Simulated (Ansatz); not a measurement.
Density of states of Ti₂Cd (I4/mmm, a = 2.820 Å, b = 2.820 Å, c = 13.287 Å, α = 90.00°, β = 90.00°, γ = 90.00°), in states per eV and primitive cell, averaged over bins of 0.4 eV. Level of theory: DFT PBEsol, scalar-relativistic, plane waves, PAW in Ansatz 0.2.0.

Plane waves to 420 eV, a k mesh through Γ of 20×20×20 on the computed 3-atom cell and Gaussian smearing (0.10 eV); no spin polarisation.

The cell is relaxed at this level. The states (both spins) are summed by tetrahedra on a 30×30×30 mesh at the self-consistent density. Energies are bin centres; the table starts no lower than −8 eV and ends at 6 eV, or lower where the solved bands end.

It is a metal at this level.

```csv
E − E_F (eV),total,Ti 3d,Ti 4s,Cd 5s,Cd 4d
-7.85,0.88,0.00,0.01,0.02,0.85
-7.45,0.50,0.00,0.09,0.14,0.25
-7.05,0.34,0.01,0.10,0.20,0.02
-6.65,0.33,0.01,0.09,0.19,0.01
-6.25,0.32,0.02,0.09,0.19,0.01
-5.85,0.31,0.02,0.08,0.18,0.01
-5.45,0.33,0.03,0.09,0.18,0.01
-5.05,0.40,0.04,0.15,0.18,0.01
-4.65,0.47,0.04,0.20,0.17,0.01
-4.25,0.54,0.06,0.25,0.17,0.02
-3.85,0.63,0.09,0.30,0.17,0.02
-3.45,0.72,0.13,0.34,0.16,0.02
-3.05,0.87,0.21,0.40,0.16,0.02
-2.65,1.13,0.39,0.44,0.21,0.03
-2.25,2.39,1.41,0.58,0.23,0.04
-1.85,2.47,1.72,0.48,0.09,0.02
-1.45,3.25,2.69,0.26,0.08,0.02
-1.05,3.79,3.26,0.12,0.05,0.02
-0.65,4.22,3.26,0.15,0.06,0.02
-0.25,1.87,1.38,0.10,0.02,0.01
0.15,2.30,1.92,0.08,0.03,0.01
0.55,3.57,2.99,0.09,0.11,0.02
0.95,3.50,3.15,0.08,0.04,0.02
1.35,6.24,5.77,0.12,0.05,0.02
1.75,3.71,3.32,0.15,0.02,0.01
2.15,3.22,2.89,0.09,0.02,0.02
2.55,2.29,2.00,0.10,0.02,0.01
```

The columns after the total are the main Löwdin projections on the occupied valence shells of the potentials; 1 other is left out. The rest of the total lies in those, in shells that are empty in the free atom, which aren't projected, and between the atoms.